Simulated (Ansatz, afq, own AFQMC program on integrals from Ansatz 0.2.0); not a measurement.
# Si2H2, singlet: AFQMC among the cluster methods

```xyz
4

Si    0.0000    0.0641    1.0054
Si    0.0000   -0.0046   -1.0948
H     0.0000   -0.3818    2.4302
H     0.0000   -1.2748    0.0623
```

Connectivity, by distances: SiH–Si, 1 bridging H.

Basis cc-pVDZ. Only valence electrons are correlated. Ansatz 0.2.0 and our own AFQMC program on the same integrals; the CISD trial comes from CCSD amplitudes, and released means the phaseless constraint is let go. Free projection: walkers drawn from exp(T), propagated without any constraint. Its projection time is finite, and what remains of the start isn't in its error. Uncertainties: one standard error, sampling alone.

Determinant: UHF, the one that the program's search chose, which needn't be the lowest solution. The geometry is a point of a scan.

No full CI on the walks' own integrals is used here; CCSDT(Q) serves as the reference and is uncertain by about the last step of the cluster series.

Cautions: higher spins were not checked; an unrestricted solution with more broken spin lies lower (56 meV, ⟨S²⟩ 0.34), while this determinant keeps restricted orbitals.

```
T1 diagnostic                               : 0.0194
weight of the determinant in the CISD state : 0.838
⟨S²⟩ of the determinant                     : 0.000
size of the correlated space                : 10 electrons in 36 orbitals
```

| level | correlation energy (eV) |
| --- | --- |
| MP2 | -5.1921 |
| CCSD | -6.0760 |
| CCSD(T) | -6.3903 |

Q: Estimate where phaseless AFQMC with the Hartree–Fock trial lies against CCSD(T) on the same integrals.

A: 6.9 ± 5.8 kJ/mol below CCSD(T). The gap is under twice the noise, so this walk alone can't tell the two apart.

Reference: CCSDT(Q), correlation energy -6.452 eV. The released energy is read at 2.40 1/Eh (meV from the phaseless value at times in 1/Eh: 2 ± 15 at 0.24, -29 ± 18 at 0.51, -19 ± 17 at 0.99, -22 ± 16 at 1.62, -36 ± 22 at 2.40).

```tsv
level	E − E(reference) (kJ/mol)	share of correlation (%)
CCSD(T)	6.0	99.04
CCSDT	2.6	99.57
ph-AFQMC/HF	-0.9 ± 5.8	100.15
ph-AFQMC/CISD	4.0 ± 1.3	99.36
released AFQMC	0.6 ± 2.1	99.91
free AFQMC	1.3 ± 1.3	99.79
```

Free projections are given only where their last times agree within the noise and don't stop above the reference; a slow remainder of the start can still hide under it. A walk keeps the symmetry of its determinant, which the program's search chose and which needn't be the lowest solution, so a lower state of the same spin and another symmetry isn't excluded. Released energies are given only where the last usable release times agree within the noise; a slower fall can still hide under it.
